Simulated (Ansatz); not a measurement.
# An input for BSiH5 (SMILES [H]B([H])[SiH3])

The species is BSiH5 (7 atoms), meant as a singlet with charge 0. As SMILES, `[H]B([H])[SiH3]`. The shape is that of a GFN2-xTB optimisation.

```csv
atom,x (Å),y (Å),z (Å)
B,0.5955,1.0386,0.0060
H,1.7651,1.0769,0.0274
H,0.0392,2.0670,-0.0480
Si,-0.3777,-0.6580,0.0184
H,-1.7138,-0.6057,0.6330
H,0.3005,-1.7642,0.7131
H,-0.6090,-1.1546,-1.3498
```

Settings wanted:

| Setting | Value |
| --- | --- |
| basis set | STO-3G |
| task | energy |
| method | DFT |
| functional | B2PLYP |
| reference | RKS |
| accuracy | high |
| frozen core orbitals | 6 |

Q: Give an Ansatz 0.2.0 job that does this.

A: This one ran through:

run.yaml:
```yaml
crystal:
  periodic: [false, false, false]
  atoms:
    - {symbol: B, position_ang: [0.595540, 1.038560, 0.005960]}
    - {symbol: H, position_ang: [1.765140, 1.076930, 0.027400]}
    - {symbol: H, position_ang: [0.039220, 2.066980, -0.048000]}
    - {symbol: Si, position_ang: [-0.377680, -0.657970, 0.018400]}
    - {symbol: H, position_ang: [-1.713750, -0.605710, 0.632990]}
    - {symbol: H, position_ang: [0.300530, -1.764180, 0.713070]}
    - {symbol: H, position_ang: [-0.608990, -1.154610, -1.349820]}
basis:
  gaussian:
    orbitals: STO-3G
hamiltonian:
  xc: {name: B2PLYP}
correlation:
  frozen_orbitals: {B: 1, H: 0, Si: 5}
accuracy: high
```

```bash
$ ansatz run run.yaml --threads 1 --pin off --max-ram 2610MiB --events-out events.jsonl --progress --plain --runs-dir runs
```

Calculated total energy: -313.42263 Eh.
